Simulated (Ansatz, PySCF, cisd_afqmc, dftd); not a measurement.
Species: O3, charge 0, singlet. O3 (ozone, SMILES O=[O+][O-]).
B3LYP-D3(BJ)/def2-TZVP minimum from Ansatz (a quantum-chemistry and plane-wave program):
```
O
O 1 1.2535
O 1 1.2535 2 118.30
```
Charge 0, spin multiplicity 1.

Wanted: enthalpy of formation at 298 K (by atomisation, with ideal-gas terms from PySCF's Hessian at B3LYP-D3(BJ)/def2-TZVP and the atoms' measured values of the G2/97 table; no spin-orbit terms), in kcal/mol. Open shells are spin-unrestricted; no spin-orbit coupling. Cores are frozen in correlated methods. No relativity. The Monte Carlo rows (phaseless AFQMC, CISD trial, step 0.005/hartree) carry one-sigma bars that omit the constraint's bias. Outlying blocks are dropped, and bars are widened where a walk drifts. Over all cases where full CI ran beside it in this data, AFQMC minus full CI had a median of +0.1 mEh and passed +0.4 mEh in a tenth of the cases. CBS(X,Y): correlation extrapolated as X^-3, Hartree-Fock from the larger set (Q,5: extrapolated as (X+1)exp(-9√X)). A bracket is a step between two methods taken in the basis named. Double hybrids freeze cores in their MP2 part. The T1 diagnostic of O3 (O=[O+][O-], singlet) reaches 0.026 in the sets run. The restricted determinant of O3 (O=[O+][O-], singlet) is unstable towards broken spin symmetry in at least one set run.

Measured: 33.9 kcal/mol, 141.7 kJ/mol (Active Thermochemical Tables 1.112 (ions: stationary electron), as tabulated in the package chemicals); atomic spin-orbit terms, which the calculations lack, would raise the computed values.

| level | program | enthalpy of formation at 298 K (kcal/mol) | error against that value |
|---|---|---|---|
| HF/cc-pV5Z | Ansatz | 235.2 | 201.3 |
| PBE0-D4/def2-TZVPD | Ansatz + dftd4 | 41.0 | 7.1 |
| B2GP-PLYP-D3(BJ)/def2-TZVPD | Ansatz + dftd3 | 43.5 | 9.6 |
| CCSD/cc-pV5Z | Ansatz | 63.8 | 29.9 |
| CCSDTQ/cc-pVDZ | Ansatz | 66.3 | 32.4 |
| CCSD(T)/CBS(cc-pVQZ,cc-pV5Z) + [AFQMC/CISD - CCSD(T)]/cc-pVDZ | Ansatz + cisd_afqmc | 36.2 ± 0.4 | 2.3 |
| CCSD(T)/CBS(cc-pVQZ,cc-pV5Z) + [CCSDT(Q) - CCSD(T)]/cc-pVTZ + [CCSDTQ - CCSDT(Q)]/cc-pVDZ | Ansatz | 34.5 | 0.6 |
